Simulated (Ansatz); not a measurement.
Born–Oppenheimer molecular dynamics of BH₈NSi (11 atoms, charge 0, multiplicity 1). It starts at the highest image of a converged band. Of that band: The profile has 2 maxima (images 1, 6) with wells between them (image 3): this band takes more than one step, which may be the mechanism or a detour left from its start path. Neighbouring images differ by up to 2.0 eV, so the band resolves the path poorly. A vibrational analysis at the climbing image gives one clearly imaginary mode, 1825i cm⁻¹: a first-order saddle point.

These are results of RHF/cc-pVDZ (Ansatz 0.2.0), not measurements.

```
ensemble                      : NVE (velocity Verlet)
time step                     : 0.5 fs
steps asked                   : 200
starting velocities drawn for : 300 K
seed                          : 2520
```

First frame:

```xyz
11
Properties=species:S:1:pos:R:3
B -0.034 -0.244 0.265
H -1.127 0.150 1.004
H 0.848 0.478 0.646
H -0.403 -0.199 -0.876
N 0.036 -1.724 0.884
H -0.369 -2.421 0.285
Si 1.364 -2.251 1.915
H 1.102 -3.654 2.330
H 2.673 -2.189 1.214
H 1.409 -1.367 3.106
H -0.873 -0.794 1.235
```

Task: How far do the bonds stretch over the last three quarters of this one trajectory? (Pairs bonded in most of those frames.)

Result: 
```csv
bond,mean (Å),spread (Å),shortest,longest
B1–H3,1.209,0.018,1.17,1.25
B1–H4,1.207,0.013,1.18,1.24
B1–N5,1.413,0.030,1.35,1.48
H2–H11,0.752,0.023,0.72,0.78
N5–H6,1.007,0.020,0.98,1.04
N5–Si7,1.775,0.023,1.74,1.81
Si7–H8,1.488,0.007,1.47,1.50
Si7–H9,1.487,0.004,1.48,1.49
Si7–H10,1.489,0.042,1.42,1.55
```

Mean temperature of the second half: 1987 K. The conserved energy stayed within 0.17 meV per atom of its start (net change 0.07 meV per atom), so the integration is sound. The kinetic energy rose, since the run started high on the potential surface and went downhill. It ends in pieces (BH6NSi + H2), so much of that is their flight and rotation, not heat. A run of 0.1 ps of so small a system gives no equilibrium averages. The orbitals stay closed-shell, which can raise the energy where a bond breaks towards radicals; this wasn't checked here.

Time of the run: 4.2 min on 1 thread of Arm Neoverse V1, on a shared host, peak memory 0.14 GiB.
